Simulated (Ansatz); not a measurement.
# NS+ (triplet): the correlation ladder, 6-31G

How much of the correlation energy of NS+ (triplet) does each wave-function method recover here?

Program: Ansatz 0.2.0, Gaussian basis. Level of theory: 6-31G, core rule «outside noble gas», up to 6 orbitals frozen. These are calculated values, not measurements.

Plan: UHF; CCSD(T) on ROHF; CCSD(T) on UHF; BCCD(T) on ROHF; CISD; CCSDT(Q) on ROHF; CCSDT(Q) on UHF; CISDTQ; CCSDTQ on ROHF; CCSDTQ on UHF; CASSCF and MRCISD+Q, 10 electrons in 8 orbitals; CASSCF and NEVPT2, 10 electrons in 8 orbitals; Full CI.

8 further runs of the same task are left out: 1 that didn't finish, 7 set aside as unsound or not needed.

### Step 1. The system

The geometry is a PBE0/def2-TZVP stationary point (not a proven minimum).

2 atoms, charge 1, spin multiplicity 3.

Atoms are counted from 1 here; the program's logs count them from 0.

Bond lengths: N1–S2 1.595 Å.

### Step 2. UHF

Input file in.yaml:

```yaml
crystal:
  periodic: [false, false, false]
  atoms:
    - {symbol: N, position_ang: [0.000000, 0.000000, 0.000000]}
    - {symbol: S, position_ang: [0.000000, 0.000000, 1.594600]}
basis:
  gaussian: {orbitals: 6-31G}
total_charge: 1
magnetization: {spin_polarized: true, initial_magnetization: 2}
hamiltonian: {xc: hf}
output: {orbitals: {seedname: orbitals}}
```

Command:

```sh
> ansatz run in.yaml --threads 1 --pin off --events-out ev --progress --plain --max-ram 2393MiB
```

The runs that follow: CCSD(T) on ROHF; CCSD(T) on UHF; BCCD(T) on ROHF; CISD; CCSDT(Q) on ROHF; CCSDT(Q) on UHF; CISDTQ; CCSDTQ on ROHF; CCSDTQ on UHF; CASSCF and MRCISD+Q, 10 electrons in 8 orbitals; CASSCF and NEVPT2, 10 electrons in 8 orbitals; Full CI.

**Question.** What will the summary of the whole plan be? Wanted: FCI below the RHF energy; RMP2 from FCI; UMP2 from FCI; RCCSD from FCI; RCCSD(T) from FCI; UCCSD(T) from FCI; RCCSDT(Q) from FCI; UCCSDT(Q) from FCI; NEVPT2 valence from FCI.

As calculated:

| quantity | value |
| --- | --- |
| FCI below the RHF energy | -5.0301 eV |
| RMP2 from FCI | +29.55 kcal/mol |
| UMP2 from FCI | +45.94 kcal/mol |
| RCCSD from FCI | +13.55 kcal/mol |
| RCCSD(T) from FCI | +5.21 kcal/mol |
| UCCSD(T) from FCI | +4.66 kcal/mol |
| RCCSDT(Q) from FCI | -0.76 kcal/mol |
| UCCSDT(Q) from FCI | -1.12 kcal/mol |
| NEVPT2 valence from FCI | +8.48 kcal/mol |
| MRCISD+Q valence from FCI | +0.38 kcal/mol |
| levels within 1 kcal/mol (43 meV) | RCCSDT, UCCSDT, CISDTQ, RCCSDT(Q), RCCSDTQ, UCCSDTQ, MRCISD+Q valence |
| T1 diagnostic | 0.037 |
| effectively unpaired electrons | 2.74 |

What this shows: RCCSD(T) misses by +5.21 kcal/mol, 4.5 % of the correlation energy. CCSD(T) misses by +5.21 kcal/mol on the restricted determinant and by +4.66 kcal/mol on the unrestricted one; the two need not hold the same state or core. RCCSDT(Q), UCCSDT(Q) fall below full CI: unrestricted runs freeze a spin-polarised core, another one than full CI's, and coupled cluster isn't variational. The occupations show some static correlation. Of the multireference levels listed MRCISD+Q valence comes nearest in total energy (+0.38 kcal/mol), which doesn't show that its space is the better one. These misses are within one basis, not against nature; the frozen cores of restricted and unrestricted runs differ, which can shift their rows.
